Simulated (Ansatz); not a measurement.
Abridged output of a molecular run in Ansatz:

```
Functional definition: HF
606 factors; integrals over basis functions are off by at most 1.2e-3 eV
mean field evaluation 1: about -9421.8357 eV, gradient 2.8e1 eV
mean field evaluation 2: about -9421.8365 eV, gradient 2.8e1 eV
mean field evaluation 4: about -9423.7144 eV, gradient 2.2e0 eV
mean field evaluation 8: about -9423.7345 eV, gradient 2.6e-4 eV
mean field -9423.73454896 eV, -346.3158570378 hartree, gradient 2.3e-6 eV, S^2 0.000000; 0 other end points of the search recorded, 0 dependent functions left out
6 core orbitals not correlated: weight in the atoms' cores, before any rotation towards them, 1.000 or more for the frozen orbitals, at most 0.000 for the correlated occupied ones
reference -9423.73454896 eV, -346.3158570378 hartree; 7, 7 occupied and 49, 49 virtual orbitals, 606 factors
second order -7.67270564 eV of doubles, -0.00000000 eV of singles
cycle   1  -8.32567915 eV  change   -6.5e-1 eV  update   6.3e-2
cycle   2  -8.59843567 eV  change   -2.7e-1 eV  update   1.9e-2
cycle   3  -8.62854016 eV  change   -3.0e-2 eV  update   6.6e-3
cycle   4  -8.62648310 eV  change    2.1e-3 eV  update   1.9e-3
cycle   5  -8.62656079 eV  change   -7.8e-5 eV  update   6.1e-4
cycle   6  -8.62645737 eV  change    1.0e-4 eV  update   1.8e-4
cycle   7  -8.62641350 eV  change    4.4e-5 eV  update   5.7e-5
cycle   8  -8.62641890 eV  change   -5.4e-6 eV  update   2.3e-5
cycle   9  -8.62641761 eV  change    1.3e-6 eV  update   7.6e-6
perturbative correction -0.18557612 eV, -0.0068197966 hartree
Total energy: -9432.54654269 eV, -346.6396918341 hartree
```

Its atoms:

Cartesian coordinates in Å:
```
N 1.059 -0.067 0.112
Si -0.631 0.106 -0.158
H 1.504 -0.952 -0.070
H 1.486 0.391 0.901
H -0.934 -0.427 -1.512
H -1.523 -0.604 0.808
H -0.961 1.552 -0.082
```

Q: Which basis set was used?
A. cc-pV(Q+d)Z
B. cc-pV(T+d)Z
C. cc-pV(D+d)Z
D. def2-SVPD

A: C. It gives 62 functions.

Q: Write the keys of the input that set method, charge and spin (a neutral closed shell needs none for the last two).

A: 
```yaml
correlation: {method: ccsd_t}
```
